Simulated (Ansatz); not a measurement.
# What a trial cell of Ni₂N relaxes into

Theory: DFT PBE, scalar-relativistic, plane waves, PAW in Ansatz. Cutoff 420 eV, Γ-centred k mesh, Gaussian smearing, no spin polarisation in the final step.

Ni₂N was placed on the anti-rutile structure type (P4_2/mnm, No. 136), with N in place of Ti, Ni in place of O, at a guessed volume.

```
CELL_PARAMETERS angstrom
4.43933 0.00000 0.00000
0.00000 4.43933 0.00000
0.00000 0.00000 2.85937
ATOMIC_POSITIONS crystal
Ni 0.30600 0.30600 0.00000
Ni 0.19400 0.80600 0.50000
Ni 0.69400 0.69400 0.00000
Ni 0.80600 0.19400 0.50000
N 0.00000 0.00000 0.00000
N 0.50000 0.50000 0.50000
```

Cell and atoms relax at zero pressure; the relaxation can't lower the symmetry of the start. After a coarse first stage the cell is made exact in the group found at 0.06 Å.

The zero of energy is the elements' standard structures at the same level (N₂ as a molecule); no fitted shifts are applied.

Describe the relaxed structure.

It keeps P4_2/mnm (No. 136). The result has the rutile structure. Conventional cell: a = 4.560 Å, c = 2.837 Å. Ni has 3 N at 1.90–1.94 Å; around N lie 6 Ni at 1.90–1.94 Å.

```cif
data_structure
_symmetry_space_group_name_H-M 'P4_2/mnm'
_symmetry_Int_Tables_number 136
_cell_length_a 4.5597
_cell_length_b 4.5597
_cell_length_c 2.8374
_cell_angle_alpha 90.000
_cell_angle_beta 90.000
_cell_angle_gamma 90.000
_cell_volume 58.99
loop_
_atom_site_label
_atom_site_type_symbol
_atom_site_symmetry_multiplicity
_atom_site_Wyckoff_symbol
_atom_site_fract_x
_atom_site_fract_y
_atom_site_fract_z
_atom_site_occupancy
Ni1 Ni 4 f 0.29458 0.29458 0.00000 1
N1 N 2 a 0.00000 0.00000 0.00000 1
```

What are its volume, energy, density and gap?

The volume per atom is 9.83 Å³ and the density is 7.40 g/cm³. The energy over the elements is 0.26 eV/atom and the gap on the 8×8×14 mesh is 0 eV (a metal).

The final run used a 8×8×14 mesh on its 6-atom cell and 0.10 eV smearing. For metals, differences of a few meV/atom aren't resolved. Symmetry constrained the relaxation, so the result can be a saddle point.

Cost: 3 runs of about 2.9 core-minutes in all, on Intel Xeon Platinum 8488C (Sapphire Rapids) (shared hosts).